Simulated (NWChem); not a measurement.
**Total energies of hydrogen peroxide (H2O2)**

```xyz
4

O     -0.2942     0.6453    -0.0547
O      0.2942    -0.6453    -0.0547
H      0.3673     1.1503     0.4376
H     -0.3673    -1.1503     0.4376
```
Charge 0, spin multiplicity 1.

Program: NWChem. All single points use one geometry, from PBE0/def2-SVP, a minimum by its harmonic frequencies. It is one conformer; others weren't searched.

Basis set: 6-311G** (48 functions).

```tsv
method	total energy (Ha)
RHF	-150.81834
MP2	-151.23093
B2PLYP	-151.46693
PBE	-151.43517
B3LYP	-151.59123
LC-wPBE (omega 0.3 per bohr)	-151.47218
CCSD(T)	-151.25400
```

Total energies of different functionals aren't comparable as a measure of quality: only differences taken within one method are. 

The correlated methods keep 2 core orbitals frozen. B3LYP has NWChem's definition, with VWN1-RPA local correlation. The Pople sets run with spherical d functions. No row is a measurement; the coupled-cluster row has its own basis-set and correlation limits.
